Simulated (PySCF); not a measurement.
PySCF input (M06-2X/def2-TZVPD):

```python
from pyscf import gto, scf, dft

mol = gto.M(
    atom='''
    C     0.00340141   -0.00638779   -1.24205632
    Si   -0.00173623    0.00326060    0.63399891
    H     0.01183572   -1.02821844   -1.62563804
    H    -0.88242631    0.49513333   -1.63592148
    H     0.88398944    0.50792232   -1.63114986
    H    -0.01319887    1.39426270    1.14918674
    H    -1.20047879   -0.69691575    1.15669009
    H     1.20417751   -0.67950585    1.16318579
    ''',
    basis='def2-tzvpd',
    charge=1,
    spin=1,
    verbose=4,
)

mf = dft.UKS(mol, xc='m062x').density_fit(auxbasis='def2-universal-jkfit')
mf.grids.level = 4
mf.conv_tol = 1e-9
mf.max_cycle = 100
mf.max_memory = 1500
mf.kernel()
if not mf.converged:
    mf = mf.newton()
    mf.kernel(mf.make_rdm1())
for _ in range(2):
    mo, _, stable, _ = mf.stability(return_status=True)
    if stable:
        break
    mf.kernel(mf.make_rdm1(mo, mf.mo_occ))
mf.analyze()
```

Output:

```
PySCF version 2.14.0

[INPUT] verbose = 4
[INPUT] num. atoms = 8
[INPUT] num. electrons = 25
[INPUT] charge = 1
[INPUT] spin (= nelec alpha-beta = 2S) = 1
[INPUT] symmetry False subgroup None
[INPUT] Mole.unit = angstrom
[INPUT] Symbol           X                Y                Z      unit          X                Y                Z       unit  Magmom
[INPUT]  1 C      0.003401410000  -0.006387790000  -1.242056320000 AA    0.006427733337  -0.012071173641  -2.347146276085 Bohr   0.0
[INPUT]  2 Si    -0.001736230000   0.003260600000   0.633998910000 AA   -0.003280999189   0.006161641002   1.198084303173 Bohr   0.0
[INPUT]  3 H      0.011835720000  -1.028218440000  -1.625638040000 AA    0.022366269287  -1.943051247828  -3.072010673275 Bohr   0.0
[INPUT]  4 H     -0.882426310000   0.495133330000  -1.635921480000 AA   -1.667544051011   0.935666388844  -3.091443558493 Bohr   0.0
[INPUT]  5 H      0.883989440000   0.507922320000  -1.631149860000 AA    1.670497938608   0.959834077354  -3.082426503523 Bohr   0.0
[INPUT]  6 H     -0.013198870000   1.394262700000   1.149186740000 AA   -0.024942249454   2.634774648697   2.171648204582 Bohr   0.0
[INPUT]  7 H     -1.200478790000  -0.696915750000   1.156690090000 AA   -2.268576131449  -1.316979899396   2.185827481099 Bohr   0.0
[INPUT]  8 H      1.204177510000  -0.679505850000   1.163185790000 AA    2.275565699261  -1.284079956540   2.198102575086 Bohr   0.0

nuclear repulsion = 62.8175728634908
number of shells = 58
number of NR pGTOs = 187
number of NR cGTOs = 134
basis = def2-tzvpd
ecp = {}

******** <class 'pyscf.df.df_jk.DFUKS'> ********
method = DFUKS
initial guess = minao
damping factor = 0
level_shift factor = 0
DIIS = <class 'pyscf.scf.diis.CDIIS'>
diis_start_cycle = 1
diis_space = 8
diis_damp = 0
SCF conv_tol = 1e-09
SCF conv_tol_grad = None
SCF max_cycles = 100
direct_scf = False
number electrons alpha = 13  beta = 12
XC library pyscf.dft.libxc version 7.1.2
    S. Lehtola, C. Steigemann, M. J. T. Oliveira, and M. A. L. Marques,  SoftwareX 7, 1–5 (2018)
XC functionals = m062x
    Y. Zhao and D. G. Truhlar,  Theor. Chem. Acc. 120, 215 (2008)
    Y. Zhao and D. G. Truhlar,  Theor. Chem. Acc. 120, 215 (2008)
radial grids:
    Treutler-Ahlrichs [JCP 102, 346 (1995); DOI:10.1063/1.469408] (M4) radial grids

becke partition: Becke, JCP 88, 2547 (1988); DOI:10.1063/1.454033
pruning grids: <function nwchem_prune>
grids dens level: 4
symmetrized grids: False
atomic radii adjust function: <function treutler_atomic_radii_adjust>
small_rho_cutoff = 0
Set gradient conv threshold to 3.16228e-05
tot grids = 151776
******** <class 'pyscf.df.df.DF'> ********
auxbasis = def2-universal-jkfit
init E= -331.00227050731
  alpha nocc = 13  HOMO = -0.371605907107538  LUMO = -0.00781465014766169
[...]
  beta  nocc = 12  HOMO = -0.618866146919696  LUMO = -0.480811722121942
  HOMO = -0.61886614692  LUMO = -0.480811722122  gap/eV = 3.75665
Extra cycle  E= -330.74703080149  delta_E= -3.24e-11  |g|= 1.95e-06  |ddm|= 9.15e-06
converged SCF energy = -330.74703080149  <S^2> = 0.75377165  2S+1 = 2.0037681
uhf_internal: lowest eigs of H = [0.00295061 0.0030051  0.18454951]
<class 'pyscf.df.df_jk.DFUKS'> wavefunction is stable in the internal stability analysis
**** SCF Summaries ****
Total Energy =                        -330.747030801489700
Nuclear Repulsion Energy =              62.817572863490824
One-electron Energy =                 -573.530553355000507
Two-electron Energy =                  179.965949690020039
Two-electron Coulomb Energy =          208.186511094125279
DFT Exchange-Correlation Energy =      -28.220561404105236
HOMO-LUMO gap [eV] =                     3.756652244940738
**** MO energy ****
                             alpha | beta                alpha | beta
MO #1   energy= -67.2750906396883  | -67.2728741837536  occ= 1 | 1
MO #2   energy= -10.8442509493187  | -10.8398811152003  occ= 1 | 1
MO #3   energy= -5.81459294052154  | -5.81431381718397  occ= 1 | 1
MO #4   energy= -4.13063820354009  | -4.12306399063461  occ= 1 | 1
MO #5   energy= -4.12258733692515  | -4.12216875256482  occ= 1 | 1
MO #6   energy= -4.12258643014288  | -4.12216697316192  occ= 1 | 1
MO #7   energy= -1.10348339241917  | -1.06560013964383  occ= 1 | 1
MO #8   energy= -0.857042157020476 | -0.821095281164386 occ= 1 | 1
MO #9   energy= -0.765647520249073 | -0.750202371114841 occ= 1 | 1
MO #10  energy= -0.765640815866025 | -0.750196563441381 occ= 1 | 1
MO #11  energy= -0.69347547682387  | -0.618866713188358 occ= 1 | 1
MO #12  energy= -0.632549265370474 | -0.618866146919696 occ= 1 | 1
MO #13  energy= -0.632512807175056 | -0.480811722121942 occ= 1 | 0
MO #14  energy= -0.172696166610141 | -0.163920930137031 occ= 0 | 0
MO #15  energy= -0.134643049962831 | -0.130286351150982 occ= 0 | 0
MO #16  energy= -0.134641951733703 | -0.130276320840354 occ= 0 | 0
MO #17  energy= -0.132341651752678 | -0.126798734362833 occ= 0 | 0
MO #18  energy= -0.104092965025731 | -0.0998390706889151 occ= 0 | 0
MO #19  energy= -0.102726365807627 | -0.0942917255865002 occ= 0 | 0
MO #20  energy= -0.102724921001216 | -0.0942915163935885 occ= 0 | 0
MO #21  energy= -0.0803243105289157 | -0.0772971832800877 occ= 0 | 0
MO #22  energy= -0.0803191855255781 | -0.0772944752206733 occ= 0 | 0
MO #23  energy= -0.0436090465868301 | -0.0433607975901306 occ= 0 | 0
MO #24  energy= -0.0436041883443989 | -0.0433595730332713 occ= 0 | 0
MO #25  energy= -0.0375199984094401 | -0.0354641818870851 occ= 0 | 0
MO #26  energy= -0.0255216012584989 | -0.00687127730599148 occ= 0 | 0
MO #27  energy= 0.00477379959853599 | 0.00411544131445224 occ= 0 | 0
MO #28  energy= 0.00477544006601813 | 0.00411745416397445 occ= 0 | 0
MO #29  energy= 0.0155094980662703 | 0.018263560678256  occ= 0 | 0
MO #30  energy= 0.0298738556551537 | 0.031314405789415  occ= 0 | 0
MO #31  energy= 0.029878012580344  | 0.0313206274615796 occ= 0 | 0
MO #32  energy= 0.0658789505025387 | 0.0724490850921311 occ= 0 | 0
MO #33  energy= 0.0658811754120639 | 0.0724499837133938 occ= 0 | 0
MO #34  energy= 0.0813719684849088 | 0.0839504749159372 occ= 0 | 0
MO #35  energy= 0.0828108432987322 | 0.08601979511839   occ= 0 | 0
MO #36  energy= 0.103928997575259  | 0.103425173975286  occ= 0 | 0
MO #37  energy= 0.118919527796303  | 0.123039054810785  occ= 0 | 0
MO #38  energy= 0.118920071511254  | 0.126237881291758  occ= 0 | 0
MO #39  energy= 0.121501620715457  | 0.126241118180679  occ= 0 | 0
MO #40  energy= 0.13386435943464   | 0.131619847849502  occ= 0 | 0
MO #41  energy= 0.13386857952124   | 0.131625086635114  occ= 0 | 0
MO #42  energy= 0.161892321093573  | 0.164521621520265  occ= 0 | 0
MO #43  energy= 0.164416745307339  | 0.168768711064447  occ= 0 | 0
MO #44  energy= 0.169847470228164  | 0.169922409385004  occ= 0 | 0
MO #45  energy= 0.16984908338943   | 0.169927413565935  occ= 0 | 0
MO #46  energy= 0.210116006728828  | 0.205252042628242  occ= 0 | 0
MO #47  energy= 0.238124743883611  | 0.238624869414491  occ= 0 | 0
MO #48  energy= 0.23834788534453   | 0.238632479274184  occ= 0 | 0
MO #49  energy= 0.238355531271752  | 0.241164475124777  occ= 0 | 0
MO #50  energy= 0.25567838310152   | 0.25643424890369   occ= 0 | 0
MO #51  energy= 0.262390272252112  | 0.259567453634995  occ= 0 | 0
MO #52  energy= 0.262392024915427  | 0.259573879419025  occ= 0 | 0
MO #53  energy= 0.281935930869673  | 0.283675233660018  occ= 0 | 0
MO #54  energy= 0.281938925069613  | 0.283676081642597  occ= 0 | 0
MO #55  energy= 0.307546800341299  | 0.30745371748477   occ= 0 | 0
MO #56  energy= 0.307550088321645  | 0.307457826081331  occ= 0 | 0
MO #57  energy= 0.341866292481794  | 0.340152488033949  occ= 0 | 0
MO #58  energy= 0.34186927704188   | 0.340161969506907  occ= 0 | 0
MO #59  energy= 0.353025193147504  | 0.357268314869705  occ= 0 | 0
MO #60  energy= 0.403946557371038  | 0.410471790389811  occ= 0 | 0
MO #61  energy= 0.406110233931552  | 0.410472366663429  occ= 0 | 0
MO #62  energy= 0.40611470014871   | 0.422004168189123  occ= 0 | 0
MO #63  energy= 0.489032288895931  | 0.49503442872016   occ= 0 | 0
MO #64  energy= 0.514022834806878  | 0.522309413029547  occ= 0 | 0
MO #65  energy= 0.514024015265313  | 0.522310322833245  occ= 0 | 0
MO #66  energy= 0.52675592627699   | 0.527652832430385  occ= 0 | 0
MO #67  energy= 0.561116772422313  | 0.566220565769757  occ= 0 | 0
MO #68  energy= 0.561134078578062  | 0.566234794934859  occ= 0 | 0
MO #69  energy= 0.587390298914773  | 0.589239629704679  occ= 0 | 0
MO #70  energy= 0.652399320548726  | 0.665241277561796  occ= 0 | 0
MO #71  energy= 0.652404585185535  | 0.665242771923022  occ= 0 | 0
MO #72  energy= 0.798179066791242  | 0.80662643880015   occ= 0 | 0
MO #73  energy= 0.820575489177495  | 0.824981753879342  occ= 0 | 0
MO #74  energy= 0.840344483532085  | 0.848150946328746  occ= 0 | 0
MO #75  energy= 0.840352192773915  | 0.848165729502232  occ= 0 | 0
MO #76  energy= 0.936588317201841  | 0.944235669146143  occ= 0 | 0
MO #77  energy= 0.936600300447234  | 0.944238679930327  occ= 0 | 0
MO #78  energy= 1.00205868707093   | 1.00852993858604   occ= 0 | 0
MO #79  energy= 1.00635882531408   | 1.0085335663017    occ= 0 | 0
MO #80  energy= 1.00636435003144   | 1.01312010286791   occ= 0 | 0
MO #81  energy= 1.06618690273151   | 1.08867132934842   occ= 0 | 0
MO #82  energy= 1.08101818332929   | 1.08867989832711   occ= 0 | 0
MO #83  energy= 1.08103039835076   | 1.09426300243285   occ= 0 | 0
MO #84  energy= 1.1562664648567    | 1.17711310079984   occ= 0 | 0
MO #85  energy= 1.21436817754604   | 1.22052933292264   occ= 0 | 0
MO #86  energy= 1.21437211462625   | 1.22054008503603   occ= 0 | 0
MO #87  energy= 1.32325997270455   | 1.32931776552107   occ= 0 | 0
MO #88  energy= 1.32326403975445   | 1.32934826693594   occ= 0 | 0
MO #89  energy= 1.40239451234832   | 1.4089853257046    occ= 0 | 0
MO #90  energy= 1.47813082031176   | 1.49033858546164   occ= 0 | 0
MO #91  energy= 1.52941075746689   | 1.54103307386111   occ= 0 | 0
MO #92  energy= 1.52941814343562   | 1.5410532035476    occ= 0 | 0
MO #93  energy= 1.53029694219674   | 1.54390155043236   occ= 0 | 0
MO #94  energy= 1.69938777273531   | 1.73050323831908   occ= 0 | 0
MO #95  energy= 1.72865375549759   | 1.73052642429914   occ= 0 | 0
MO #96  energy= 1.72868072171645   | 1.7365577232184    occ= 0 | 0
MO #97  energy= 1.79057368339517   | 1.79714088394161   occ= 0 | 0
MO #98  energy= 1.79058111470725   | 1.79714438985436   occ= 0 | 0
MO #99  energy= 1.80328248139702   | 1.80492064708148   occ= 0 | 0
MO #100 energy= 1.82488888531304   | 1.82462310781473   occ= 0 | 0
MO #101 energy= 1.87593984362304   | 1.88207337902993   occ= 0 | 0
MO #102 energy= 1.8759509655794    | 1.88207875303574   occ= 0 | 0
MO #103 energy= 1.91116558702622   | 1.91994054760844   occ= 0 | 0
MO #104 energy= 2.18339201844413   | 2.19878560292073   occ= 0 | 0
[...]
```

This state (charge 1, doublet) is run at the relaxed geometry of the species with charge 0 and multiplicity 1.
